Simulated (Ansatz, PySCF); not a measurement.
Ligands exchanged one at a time, Si H-F. All species are isolated molecules in the gas phase. Strings in code marks are SMILES.

Quantity: redistribution energy (mixed species minus the weighted end members), in eV.

Level 1: B3LYP-D3(BJ)/def2-TZVP (PySCF)
Level 2: PBE-D3(BJ)/def2-TZVP // B3LYP-D3(BJ)/def2-TZVP (PySCF)
Level 3: frozen-core MP2/cc-pVQZ // B3LYP-D3(BJ)/def2-TZVP (Ansatz, a program for electronic structure)
Level 4: BP86/6-31G* // B3LYP-D3(BJ)/def2-TZVP (PySCF)

```
species                               level 1  level 2  level 3  level 4
------------------------------------  -------  -------  -------  -------
3 of 4 H replaced by F: `F[SiH](F)F`        …   -0.032   -0.027   -0.007
1 of 4 H replaced by F: `F[SiH3]`           …    0.208    0.192        …
2 of 4 H replaced by F: `F[SiH2]F`      0.108    0.124    0.117    0.174
```

Task: Complete the blanks.

Result: 
- 3 of 4 H replaced by F: `F[SiH](F)F`, level 1: -0.034
- 1 of 4 H replaced by F: `F[SiH3]`, level 1: 0.186
- 1 of 4 H replaced by F: `F[SiH3]`, level 4: 0.265
